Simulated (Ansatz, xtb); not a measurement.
## C4H9ClO: which of two isomers lies lower

We compare I, `OCCCCCl`, a singlet, with II, `C[C@H](O)CCCl`, a singlet. Both are isolated molecules in the gas phase, relaxed with B3LYP-D3(BJ)/def2-SVP, each in the lowest conformer that the search found.

Problem. Which of the two would you expect CCSD(T)/def2-SVP + ΔMP2/def2-TZVPP electronic energies to favour?

Solution. Structure II; the calculation gives E(II) − E(I) = −15.5 kJ/mol.

How the difference moves with the method:

| level | geometry | E(II) − E(I) (kJ/mol) | departure from the last row (kJ/mol) | job, with rough time for the two |
| --- | --- | --- | --- | --- |
| B3LYP-D3(BJ)/def2-SVP | B3LYP-D3(BJ)/def2-SVP | −14.7 | +0.9 | optimisation, 36 s |
| HF/def2-SVP | B3LYP-D3(BJ)/def2-SVP | −15.5 | +0.1 | part of the CCSD(T) run |
| MP2/def2-SVP | B3LYP-D3(BJ)/def2-SVP | −15.3 | +0.3 | part of the CCSD(T) run |
| CCSD(T)/def2-SVP | B3LYP-D3(BJ)/def2-SVP | −15.2 | +0.3 | single point |
| CCSD(T)/def2-SVP + ΔMP2/def2-TZVPP | B3LYP-D3(BJ)/def2-SVP | −15.5 |  | single point, 45 s |

As drawn, both hold the same kinds of bond in the same numbers. Structure I has 0 methyl groups, II 1.

The levels shown agree on the order. The largest departure from CCSD(T)/def2-SVP + ΔMP2/def2-TZVPP is that of B3LYP-D3(BJ)/def2-SVP, 0.9 kJ/mol. Levels run at GFN2-xTB geometries aren't shown. The last row adds to CCSD(T) the change of the MP2 difference between the two basis sets, here −0.3 kJ/mol.

With thermal terms from frequencies at re-optimised GFN2-xTB minima (ideal gas, soft modes damped towards free rotors, one conformer each, 298.15 K, 1 atm): on the last row, ΔE + ΔZPE = −17.0, ΔH = −16.7, ΔG = −16.9 kJ/mol.

The correlated steps freeze 10 core orbitals. Mirror images aren't counted in ΔG. Codes used: Ansatz 0.2.0, xtb 6.7.1; the last row on 4 threads of Arm Neoverse V1 on a shared host.
